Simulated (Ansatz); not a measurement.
These are Ansatz (a first-principles code) with B3LYP-D3(BJ)/def2-TZVP values and carry that method's errors. No frequencies were computed at this level.

Ansatz 0.2 input:
```yaml
crystal:
  periodic: [false, false, false]
  atoms:
    - { symbol: C, position_ang: [-0.981122, -0.068175, 0.023883] }
    - { symbol: Si, position_ang: [0.909456, 0.063195, -0.022139] }
    - { symbol: H, position_ang: [-1.30125, -0.985701, 0.509929] }
    - { symbol: H, position_ang: [-1.401551, -0.063496, -0.978012] }
    - { symbol: H, position_ang: [-1.42131, 0.762626, 0.568474] }
    - { symbol: H, position_ang: [1.435199, 0.053507, 1.345098] }
    - { symbol: H, position_ang: [1.462139, -1.072899, -0.763535] }
    - { symbol: H, position_ang: [1.298438, 1.31094, -0.683699] }
basis:
  gaussian: { orbitals: def2-tzvp }
hamiltonian:
  xc: b3lyp
  dispersion: d3bj
relax:
  max_steps: 150
```

Output:

```
Functional definition: B3LYP
705 factors; their error is unknown
mean field evaluation 1: about -9007.9344 eV, gradient 5.2e1 eV
mean field evaluation 2: about -9004.1146 eV, gradient 6.0e1 eV
mean field evaluation 4: about -9014.0132 eV, gradient 8.1e-1 eV
mean field evaluation 8: about -9014.0326 eV, gradient 2.2e-1 eV
mean field -9014.03265092 eV, -331.2595899905 hartree, gradient 2.0e-5 eV, S^2 0.000000; 0 other end points of the search recorded, 0 dependent functions left out
reference -9014.03289325 eV, -331.2595988958 hartree; 13, 13 occupied and 91, 91 virtual orbitals, 705 factors
relax step   1: F+E_penalty+E_count = -9014.23294836 eV  Δ(F+E_penalty+E_count) = +0.000e0 eV  max|allowed force component| = 8.365e-1 eV/Å  Δτ_max = 0.0000 Å  (24 SCF iters, accepted)
these checks for a lower state are left out or cut short: starts, cluster_reference, orbital_swaps, neighbouring_geometries, increment
705 factors; their error is unknown
mean field evaluation 16: about -9014.0277 eV, gradient 1.1e0 eV
mean field -9014.04820965 eV, -331.2601617633 hartree, gradient 4.5e-6 eV, S^2 0.000000; 0 other end points of the search recorded, 0 dependent functions left out
reference -9014.04845170 eV, -331.2601706584 hartree; 13, 13 occupied and 91, 91 virtual orbitals, 705 factors
relax step   2: F+E_penalty+E_count = -9014.24824200 eV  Δ(F+E_penalty+E_count) = -1.529e-2 eV  max|allowed force component| = 2.578e-1 eV/Å  Δτ_max = 0.0184 Å  (28 SCF iters, accepted)
these checks for a lower state are left out or cut short: starts, cluster_reference, orbital_swaps, neighbouring_geometries, increment
705 factors; their error is unknown
mean field -9014.04967266 eV, -331.2602155280 hartree, gradient 4.5e-6 eV, S^2 0.000000; 0 other end points of the search recorded, 0 dependent functions left out
reference -9014.04991467 eV, -331.2602244215 hartree; 13, 13 occupied and 91, 91 virtual orbitals, 705 factors
relax step   3: F+E_penalty+E_count = -9014.24993678 eV  Δ(F+E_penalty+E_count) = -1.695e-3 eV  max|allowed force component| = 1.926e-2 eV/Å  Δτ_max = 0.0080 Å  (28 SCF iters, accepted)
these checks for a lower state are left out or cut short: starts, cluster_reference, orbital_swaps, neighbouring_geometries, increment
705 factors; their error is unknown
mean field evaluation 32: about -9014.0498 eV, gradient 2.1e-5 eV
mean field -9014.04977508 eV, -331.2602192919 hartree, gradient 1.6e-5 eV, S^2 0.000000; 0 other end points of the search recorded, 0 dependent functions left out
reference -9014.05001707 eV, -331.2602281847 hartree; 13, 13 occupied and 91, 91 virtual orbitals, 705 factors
relax step   4: F+E_penalty+E_count = -9014.24998143 eV  Δ(F+E_penalty+E_count) = -4.465e-5 eV  max|allowed force component| = 9.638e-3 eV/Å  Δτ_max = 0.0021 Å  (19 SCF iters, accepted)
705 factors; their error is unknown
mean field -9014.04977508 eV, -331.2602192919 hartree, gradient 1.6e-5 eV, S^2 0.000000; 1 other end points of the search recorded, 0 dependent functions left out
reference -9014.05001707 eV, -331.2602281847 hartree; 13, 13 occupied and 91, 91 virtual orbitals, 705 factors
Total energy: -9014.25022341 eV, -331.2675856322 hartree
Atom 0 at    -0.985778    -0.068499     0.024001 Å, force     0.009638     0.000669    -0.000229 eV/Å
Atom 1 at     0.885457     0.061527    -0.021551 Å, force     0.001252     0.000087    -0.000032 eV/Å
Atom 2 at    -1.299253    -0.992307     0.513480 Å, force    -0.002478    -0.000205     0.000077 eV/Å
Atom 3 at    -1.400291    -0.063152    -0.985668 Å, force    -0.002479    -0.000171     0.000021 eV/Å
Atom 4 at    -1.420217     0.769191     0.572469 Å, force    -0.002482    -0.000141     0.000079 eV/Å
Atom 5 at     1.443523     0.053818     1.352928 Å, force    -0.001167    -0.000060    -0.000608 eV/Å
Atom 6 at     1.470606    -1.079146    -0.767979 Å, force    -0.001180     0.000458     0.000364 eV/Å
Atom 7 at     1.305952     1.318565    -0.687679 Å, force    -0.001105    -0.000638     0.000327 eV/Å
Dipole moment:    -0.161933    -0.011252     0.003940 e Å
```

Cost: very roughly 9 core-seconds.
